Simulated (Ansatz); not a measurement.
# AlClH4Si: the cost of one run

Computed with Ansatz 0.2.0, Gaussian basis. Level: PBE0-D4, def2-SVP first, then def2-TZVP.

114 further runs of the same task are left out: 114 set aside as unsound or not needed.

### 1 The system as given

The guess: 7 atoms, charge 0, spin multiplicity 1.

Atoms are counted from 1 here; the program's logs count them from 0.

Bond lengths: Al1–Si2 2.461 Å, Al1–Cl4 2.029 Å, Si2–H5 1.472 Å, Si2–H6 1.473 Å, Si2–H7 1.504 Å. Angles: Si2–Al1–Cl4 161.7°, Al1–Si2–H5 95.2°, Al1–Si2–H6 95.3°, Al1–Si2–H7 143.4°, H5–Si2–H6 124.3°, H5–Si2–H7 101.6°, H6–Si2–H7 101.6°.

Coordinates:

```xyz
7
AlClH4Si
Al   -1.2838    0.3048    0.7888
Si    0.9688    0.0489   -0.1679
H    -0.8277   -0.7318   -0.9564
Cl   -3.2867    0.1451    1.0685
H     1.5131   -0.7038    0.9745
H     1.1853    1.4889   -0.3910
H     1.7311   -0.5521   -1.3165
```

Distances that are to change: Si2–H3 2.11 Å, Al1–Si2 2.46 Å, Al1–H3 2.08 Å.

### 2 Constrained relaxation of the guess

Contents of hold/in.yaml:

```yaml
crystal:
  periodic: [false, false, false]
  atoms:
    - {symbol: Al, position_ang: [-1.283800, 0.304800, 0.788800]}
    - {symbol: Si, position_ang: [0.968800, 0.048900, -0.167900]}
    - {symbol: H, position_ang: [-0.827700, -0.731800, -0.956400]}
    - {symbol: Cl, position_ang: [-3.286700, 0.145100, 1.068500]}
    - {symbol: H, position_ang: [1.513100, -0.703800, 0.974500]}
    - {symbol: H, position_ang: [1.185300, 1.488900, -0.391000]}
    - {symbol: H, position_ang: [1.731100, -0.552100, -1.316500]}
basis:
  gaussian: {orbitals: def2-SVP}
hamiltonian: {xc: pbe0, dispersion: d4}
relax: {f_tol: 0.04, max_steps: 150, escape_saddle: false, constraints: [{distance: [1, 2]}, {distance: [0, 1]}, {distance: [0, 2]}]}
```

Command:

```bash
$ ansatz run in.yaml --threads 2 --pin off --events-out ev --progress --plain --max-ram 4352MiB
```

**Question.** How long does this run take on 2 threads of Arm Neoverse V1, shared host?

About 8 s.
